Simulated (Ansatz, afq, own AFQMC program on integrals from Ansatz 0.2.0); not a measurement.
AlSiH4, doublet: AFQMC among the cluster methods

```xyz
6

Si    0.0000    0.0493    1.1585
Al    0.0000   -0.1012   -1.3138
H     0.0000    1.4304    1.7233
H     1.1989   -0.6588    1.6941
H    -1.1989   -0.6588    1.6941
H     0.0000    1.2225   -2.2207
```

Connectivity, by distances: SiH3–AlH.

Basis 6-31G. Noble-gas cores (and the filled d shells of Ga–Kr and In–Xe) are frozen. Integrals, coupled cluster, full CI and functionals: Ansatz 0.2.0; the random walks run on the same integrals in our own AFQMC program. The CISD trial takes its coefficients from CCSD amplitudes. Released means that phaseless walkers are propagated on without the constraint, phases kept. Error bars are statistical, one sigma.

Determinant: UHF, the one that the program's search chose, which needn't be the lowest solution. The geometry is a point of a scan.

No full CI on the walks' own integrals is used here; CCSDT(Q) serves as the reference and is uncertain by about the last step of the cluster series.

Cautions: the released energies have errors that jump between times, so the bars are unsure, so no released level is given (meV from the phaseless value at times in 1/Eh: -16 ± 28 at 0.24, -13 ± 23 at 0.51, -4 ± 14 at 0.99, 13 ± 4 at 1.62, 11 ± 4 at 2.40), though the last usable value meets CCSDT(Q) within the noise.

- T1 diagnostic: 0.0120
- weight of the determinant in the CISD state: 0.910
- ⟨S²⟩ of the determinant: 0.752
- size of the correlated space: 11 electrons in 24 orbitals

```
  level  correlation energy (eV)
    MP2                  -2.2017
   CCSD                  -3.0431
CCSD(T)                  -3.0908
```

(1) Estimate where phaseless AFQMC with a CISD trial lies against CCSD(T) on the same integrals.

(1) 1.11 ± 0.33 mEh below CCSD(T).

Reference: CCSDT(Q), correlation energy -3.110 eV.

| level | E − E(reference) (mEh) | share of correlation (%) |
| --- | --- | --- |
| CCSD(T) | 0.71 | 99.38 |
| CCSDT | 0.07 | 99.94 |
| ph-AFQMC/CISD | -0.40 ± 0.33 | 100.35 |

A walk keeps the symmetry of its determinant, which the program's search chose and which needn't be the lowest solution, so a lower state of the same spin and another symmetry isn't excluded.
